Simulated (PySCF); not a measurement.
## EPR parameters of C3H2F3

C3H2F3 (doublet state).
Atom-mapped SMILES: `[CH2:1][C:2]([F:3])=[C:4]([F:5])[F:6]` (hydrogens: H7, H8 on C1)

Structure used (GFN2-xTB), in Å, numbered top down from 1:
```xyz
8
C3H2F3 angstrom
C     -1.2667    0.0065   -0.2001
C      0.0226   -0.4324   -0.1220
F      0.2979   -1.7135   -0.4408
C      1.1191    0.3194    0.2619
F      2.3625   -0.1207    0.3348
F      1.0261    1.5967    0.6072
H     -1.5118    1.0198    0.0480
H     -2.0407   -0.6663   -0.5135
```

The hyperfine couplings belong to this conformer and change with its torsions.

Computed, not measured: UKS B3LYP, pcH-1 on C F H, non-relativistic, mean-field spin-orbit, GIAO (PySCF). Isolated species at its GFN2-xTB geometry, gas phase. A GFN2-xTB geometry isn't a minimum of the functional, and hyperfine couplings can be far from their values at a DFT geometry. No stability test was run, so a lower SCF solution isn't excluded. ⟨S²⟩ is 0.776 where a pure state has 0.75.

| Quantity | Value |
| --- | --- |
| g1, g2, g3 | 2.00196, 2.00389, 2.00412 |
| g_iso | 2.00333 |
| Form of g | close to axial: the two nearest values differ by 11 % of g3 − g1 |
| ⟨S²⟩ | 0.7756 (exact 0.7500) |
| α and β electrons | 24, 23 |
| Total energy | -414.98509 Eh |

Isotropic coupling and dipolar principal values T1 to T3, in MHz; ρ(0) is the spin density at the nucleus:

```json
{"atom": "C1", "isotope": "13C", "a_iso": "51.4", "T1": "-50.4", "T2": "-48.6", "T3": "99.0", "Mulliken spin population": "0.66", "ρ(0) (bohr⁻³)": "0.0457"}
{"atom": "C2", "isotope": "13C", "a_iso": "-59.9", "T1": "-29.7", "T2": "12.7", "T3": "17.0", "Mulliken spin population": "-0.22", "ρ(0) (bohr⁻³)": "-0.0533"}
{"atom": "F3", "isotope": "19F", "a_iso": "-32.0", "T1": "-73.0", "T2": "25.4", "T3": "47.7", "Mulliken spin population": "-0.01", "ρ(0) (bohr⁻³)": "-0.0076"}
{"atom": "C4", "isotope": "13C", "a_iso": "71.6", "T1": "-61.5", "T2": "-60.0", "T3": "121.5", "Mulliken spin population": "0.55", "ρ(0) (bohr⁻³)": "0.0636"}
{"atom": "F5", "isotope": "19F", "a_iso": "103.1", "T1": "-180.4", "T2": "-149.4", "T3": "329.8", "Mulliken spin population": "0.04", "ρ(0) (bohr⁻³)": "0.0245"}
{"atom": "F6", "isotope": "19F", "a_iso": "91.2", "T1": "-158.6", "T2": "-125.3", "T3": "283.9", "Mulliken spin population": "0.03", "ρ(0) (bohr⁻³)": "0.0217"}
{"atom": "H7", "isotope": "1H", "a_iso": "-38.8", "T1": "-20.9", "T2": "-1.4", "T3": "22.3", "Mulliken spin population": "-0.03", "ρ(0) (bohr⁻³)": "-0.0087"}
{"atom": "H8", "isotope": "1H", "a_iso": "-41.3", "T1": "-24.6", "T2": "-0.2", "T3": "24.7", "Mulliken spin population": "-0.03", "ρ(0) (bohr⁻³)": "-0.0092"}
```

Largest spin populations (Mulliken): C1 (+0.66), C4 (+0.55) and C2 (-0.22). The positive populations add up to 1.29 and the negative ones to -0.29, together 2S = 1. The angles at C1 add up to 360.0°, so it is planar; its axial dipolar tensor and the negative couplings of its protons fit spin in a p orbital normal to that plane.

Axes: g1 is normal to the molecular plane and g3 points within 8° of the C1–H8 bond.

Under fast tumbling the dipolar parts average out, and these isotropic splittings remain: 1 × 19F (F5, I = 1/2, 2 lines) with 3.68 mT, 1 × 19F (F6, I = 1/2, 2 lines) with 3.25 mT, 1 × 1H (H8, I = 1/2, 2 lines) with 1.47 mT, 1 × 1H (H7, I = 1/2, 2 lines) with 1.38 mT and 1 × 19F (F3, I = 1/2, 2 lines) with 1.14 mT.

H7 and H8 aren't averaged: C1 is flat or nearly so (angle sum 360°), and its turn about the short C1–C2 bond (1.36 Å) is taken as slow.

The 13C coupling of C4 (71.6 MHz) shows only in satellite lines or after enrichment, since that isotope makes up about 1.07 % of natural carbon.
